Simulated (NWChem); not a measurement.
**Atomisation of carbon tetrachloride (CCl4)**

```
C
Cl 1 1.7875
Cl 1 1.7875 2 109.47
Cl 1 1.7875 2 109.47 3 120.00
Cl 1 1.7875 2 109.47 4 120.00
```
Charge 0, spin multiplicity 1.

Everything below was run with NWChem. Structure: optimised with B3LYP/def2-SVP, a minimum by its harmonic frequencies.

Basis set: def2-TZVP. The atomisation energy is electronic alone: no zero-point, thermal, spin-orbit or counterpoise terms. No value is extrapolated to the basis-set limit. Free atoms are single determinants with multiplicities Cl 2, C 3. Correlated methods freeze the same cores in atoms and molecule, 21 orbitals in all.

B3LYP has NWChem's definition, with VWN1-RPA local correlation. The stability of the SCF solutions was not checked. Open-shell Hartree-Fock references start from PBE0 orbitals.

Task: One of these methods gave an atomisation energy of 276.8 kcal/mol. Which?
(A) PBE0
(B) BHandHLYP
(C) BP86
(D) B3LYP

Result: B, BHandHLYP. The others give 296.8 (B3LYP), 318.2 (PBE0), 325.6 (BP86).
